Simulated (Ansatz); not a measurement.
```yaml
crystal:
  periodic: [false, false, false]
  atoms:
    - {symbol: W, position_ang: [0.000000, 0.000000, 0.000000]}
    - {symbol: N, position_ang: [1.063172, 1.067784, 1.064380]}
    - {symbol: N, position_ang: [-1.063874, -1.065631, 1.065836]}
    - {symbol: N, position_ang: [-1.066343, 1.062441, -1.066539]}
    - {symbol: N, position_ang: [1.067044, -1.064594, -1.063677]}
basis:
  gaussian: {orbitals: def2-TZVP}
hamiltonian: {xc: pbe0}
relax: {f_tol: 0.004, max_steps: 80}
```

```sh
$ ansatz run in.yaml --threads 1 --pin off --events-out ev --progress --plain --max-ram 2176MiB
```

Steps of the relaxation (energy above the last step; positions in Å, forces in eV/Å):

```
5
step 1, 18.8 meV
W     0.000    0.000    0.000    0.000    0.000    0.000
N     1.063    1.068    1.064    0.373    0.374    0.373
N    -1.064   -1.066    1.066   -0.373   -0.374    0.374
N    -1.066    1.062   -1.067   -0.374    0.373   -0.374
N     1.067   -1.065   -1.064    0.374   -0.373   -0.373
```

```
5
step 2, 0.6 meV
W     0.000    0.000    0.000    0.000    0.000    0.000
N     1.073    1.078    1.074   -0.064   -0.064   -0.064
N    -1.074   -1.076    1.076    0.064    0.064   -0.064
N    -1.076    1.072   -1.077    0.064   -0.064    0.064
N     1.077   -1.075   -1.074   -0.064    0.064    0.064
```

```
5
step 3, 0.0 meV
W     0.000    0.000    0.000    0.000    0.000    0.000
N     1.072    1.076    1.073    0.000    0.000    0.000
N    -1.072   -1.074    1.074    0.000    0.000    0.000
N    -1.075    1.071   -1.075    0.000    0.000    0.000
N     1.076   -1.073   -1.072    0.000    0.000    0.000
```

Close pairs at the end: W1–N5 1.860 Å, W1–N4 1.860 Å, W1–N2 1.860 Å, W1–N3 1.860 Å.

A stationary point of restricted PBE0 after 3 steps (its stability towards spin polarisation wasn't tested); no frequencies were run, so it isn't proven a minimum. 29 s on 1 thread of Intel Xeon Platinum 8488C, shared host.
